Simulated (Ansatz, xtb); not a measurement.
Relative energy of two isomers of C3H6O2

Structure I is `C=C(O)OC`, a singlet and structure II is `CO/C=C\O`, a singlet. Both are isolated molecules in the gas phase, relaxed with B3LYP/def2-SVP; each stands in its lowest conformer found.

Quicker runs give these differences E(II) − E(I): GFN2-xTB +7.6 kcal/mol; HF/STO-3G +6.7 kcal/mol (at GFN2-xTB geometries); r2SCAN-D4/def2-SVP +10.2 kcal/mol (at GFN2-xTB geometries).

Estimate E(II) − E(I) at the level CCSD(T)/def2-SVP + ΔMP2/def2-TZVPP.

Calculated at CCSD(T)/def2-SVP + ΔMP2/def2-TZVPP: E(II) − E(I) = +8.3 kcal/mol, so structure I lies lower.

Level by level:

| level | geometry | E(II) − E(I) (kcal/mol) | departure from the last row (kcal/mol) | job, with rough time for the two |
| --- | --- | --- | --- | --- |
| GFN2-xTB | GFN2-xTB | +7.6 | −0.7 | optimisation, 0.37 s |
| HF/STO-3G | GFN2-xTB | +6.7 | −1.6 | single point, 1.2 s |
| r2SCAN-D4/def2-SVP | GFN2-xTB | +10.2 | +1.9 | single point, 7.5 s |
| B3LYP/def2-SVP | B3LYP/def2-SVP | +8.4 | +0.1 | optimisation, 1.7 min |
| HF/def2-SVP | B3LYP/def2-SVP | +9.9 | +1.6 | part of the CCSD(T) run |
| MP2/def2-SVP | B3LYP/def2-SVP | +9.4 | +1.1 | part of the CCSD(T) run |
| CCSD(T)/def2-SVP | B3LYP/def2-SVP | +8.4 | +0.1 | single point |
| CCSD(T)/def2-SVP + ΔMP2/def2-TZVPP | B3LYP/def2-SVP | +8.3 |  | single point, 85 s |

As drawn, both hold the same kinds of bond in the same numbers.

None of the levels shown reverses the order. The largest departure from CCSD(T)/def2-SVP + ΔMP2/def2-TZVPP is that of r2SCAN-D4/def2-SVP, 1.9 kcal/mol. The last row adds to CCSD(T) the change of the MP2 difference between the two basis sets, here −0.1 kcal/mol.

With harmonic frequencies from B3LYP/def2-SVP (ideal gas, rigid rotor, one conformer each, 298.15 K, 1 atm): on the last row, ΔE + ΔZPE = +8.6, ΔH = +8.6, ΔG = +8.2 kcal/mol.

The correlated steps freeze 5 core orbitals. Mirror images aren't counted in ΔG. Run with Ansatz 0.2.0, xtb 6.7.1; the last row on 2 threads of AMD EPYC (Zen 3) on a shared host.
